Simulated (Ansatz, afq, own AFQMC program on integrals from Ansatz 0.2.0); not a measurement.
## BO, doublet in 6-31G, levels against full CI

```xyz
2

B     0.0000    0.0000    0.0000
O     0.0000    0.0000    1.6520
```

Basis 6-31G. Only valence electrons are correlated. Integrals, coupled cluster, full CI and functionals: Ansatz 0.2.0; the random walks run on the same integrals in our own AFQMC program. The CISD trial takes its coefficients from CCSD amplitudes. Released means that phaseless walkers are propagated on without the constraint, phases kept. Error bars are statistical, one sigma.

Determinant: UHF, the one that the program's search chose, which needn't be the lowest solution. The geometry is a point of a scan.

Full CI on the same integrals is exact in this basis and with this determinant's frozen core.

Cautions: the search met a lower determinant of the same kind, perhaps of another symmetry (803 meV lower); strong correlation (T1 0.180, weight of the determinant 0.48, largest double 0.21); (Q) is large, 174 meV, so the cluster series hasn't closed; unrestricted determinant spin contaminated (⟨S²⟩ 1.58 against 0.75); CCSD(T) is in doubt: in a space of 9 electrons in 8 natural orbitals full CI lies 164 meV below it; the released energies are still falling, so no released level is given (meV from the phaseless value at times in 1/Eh: -29 ± 8 at 0.24, -44 ± 9 at 0.51, -56 ± 13 at 0.99, -64 ± 12 at 1.62, -78 ± 16 at 2.40), though the last usable value meets full CI within the noise; the ph-AFQMC/CISD walk drifts between its halves (2.4 errors).

* T1 diagnostic: 0.1798
* weight of the determinant in the CISD state: 0.476
* ⟨S²⟩ of the determinant: 1.579
* size of the correlated space: 9 electrons in 16 orbitals

Reference: full CI, correlation energy -5.785 eV. The cautions show a poor starting determinant, so the rows tell how each method copes with it here, and full CI is the sure value.

```
        level  E − E(reference) (kJ/mol)  share of correlation (%)
           HF                      558.1                      0.00
          MP2                      208.6                     62.63
         CCSD                       46.3                     91.71
      CCSD(T)                       22.1                     96.04
        CCSDT                        2.9                     99.48
     CCSDT(Q)                      -13.9                    102.50
       CCSDTQ                       -0.5                    100.09
ph-AFQMC/CISD                  4.9 ± 0.9                     99.12
```

CCSDT and higher add their correlation energy to the determinant of the CCSD(T) run, since their own runs factorise the integrals more tightly (a shift of under 2 meV). A walk keeps the symmetry of its determinant, which the program's search chose and which needn't be the lowest solution, so a lower state of the same spin and another symmetry isn't excluded.
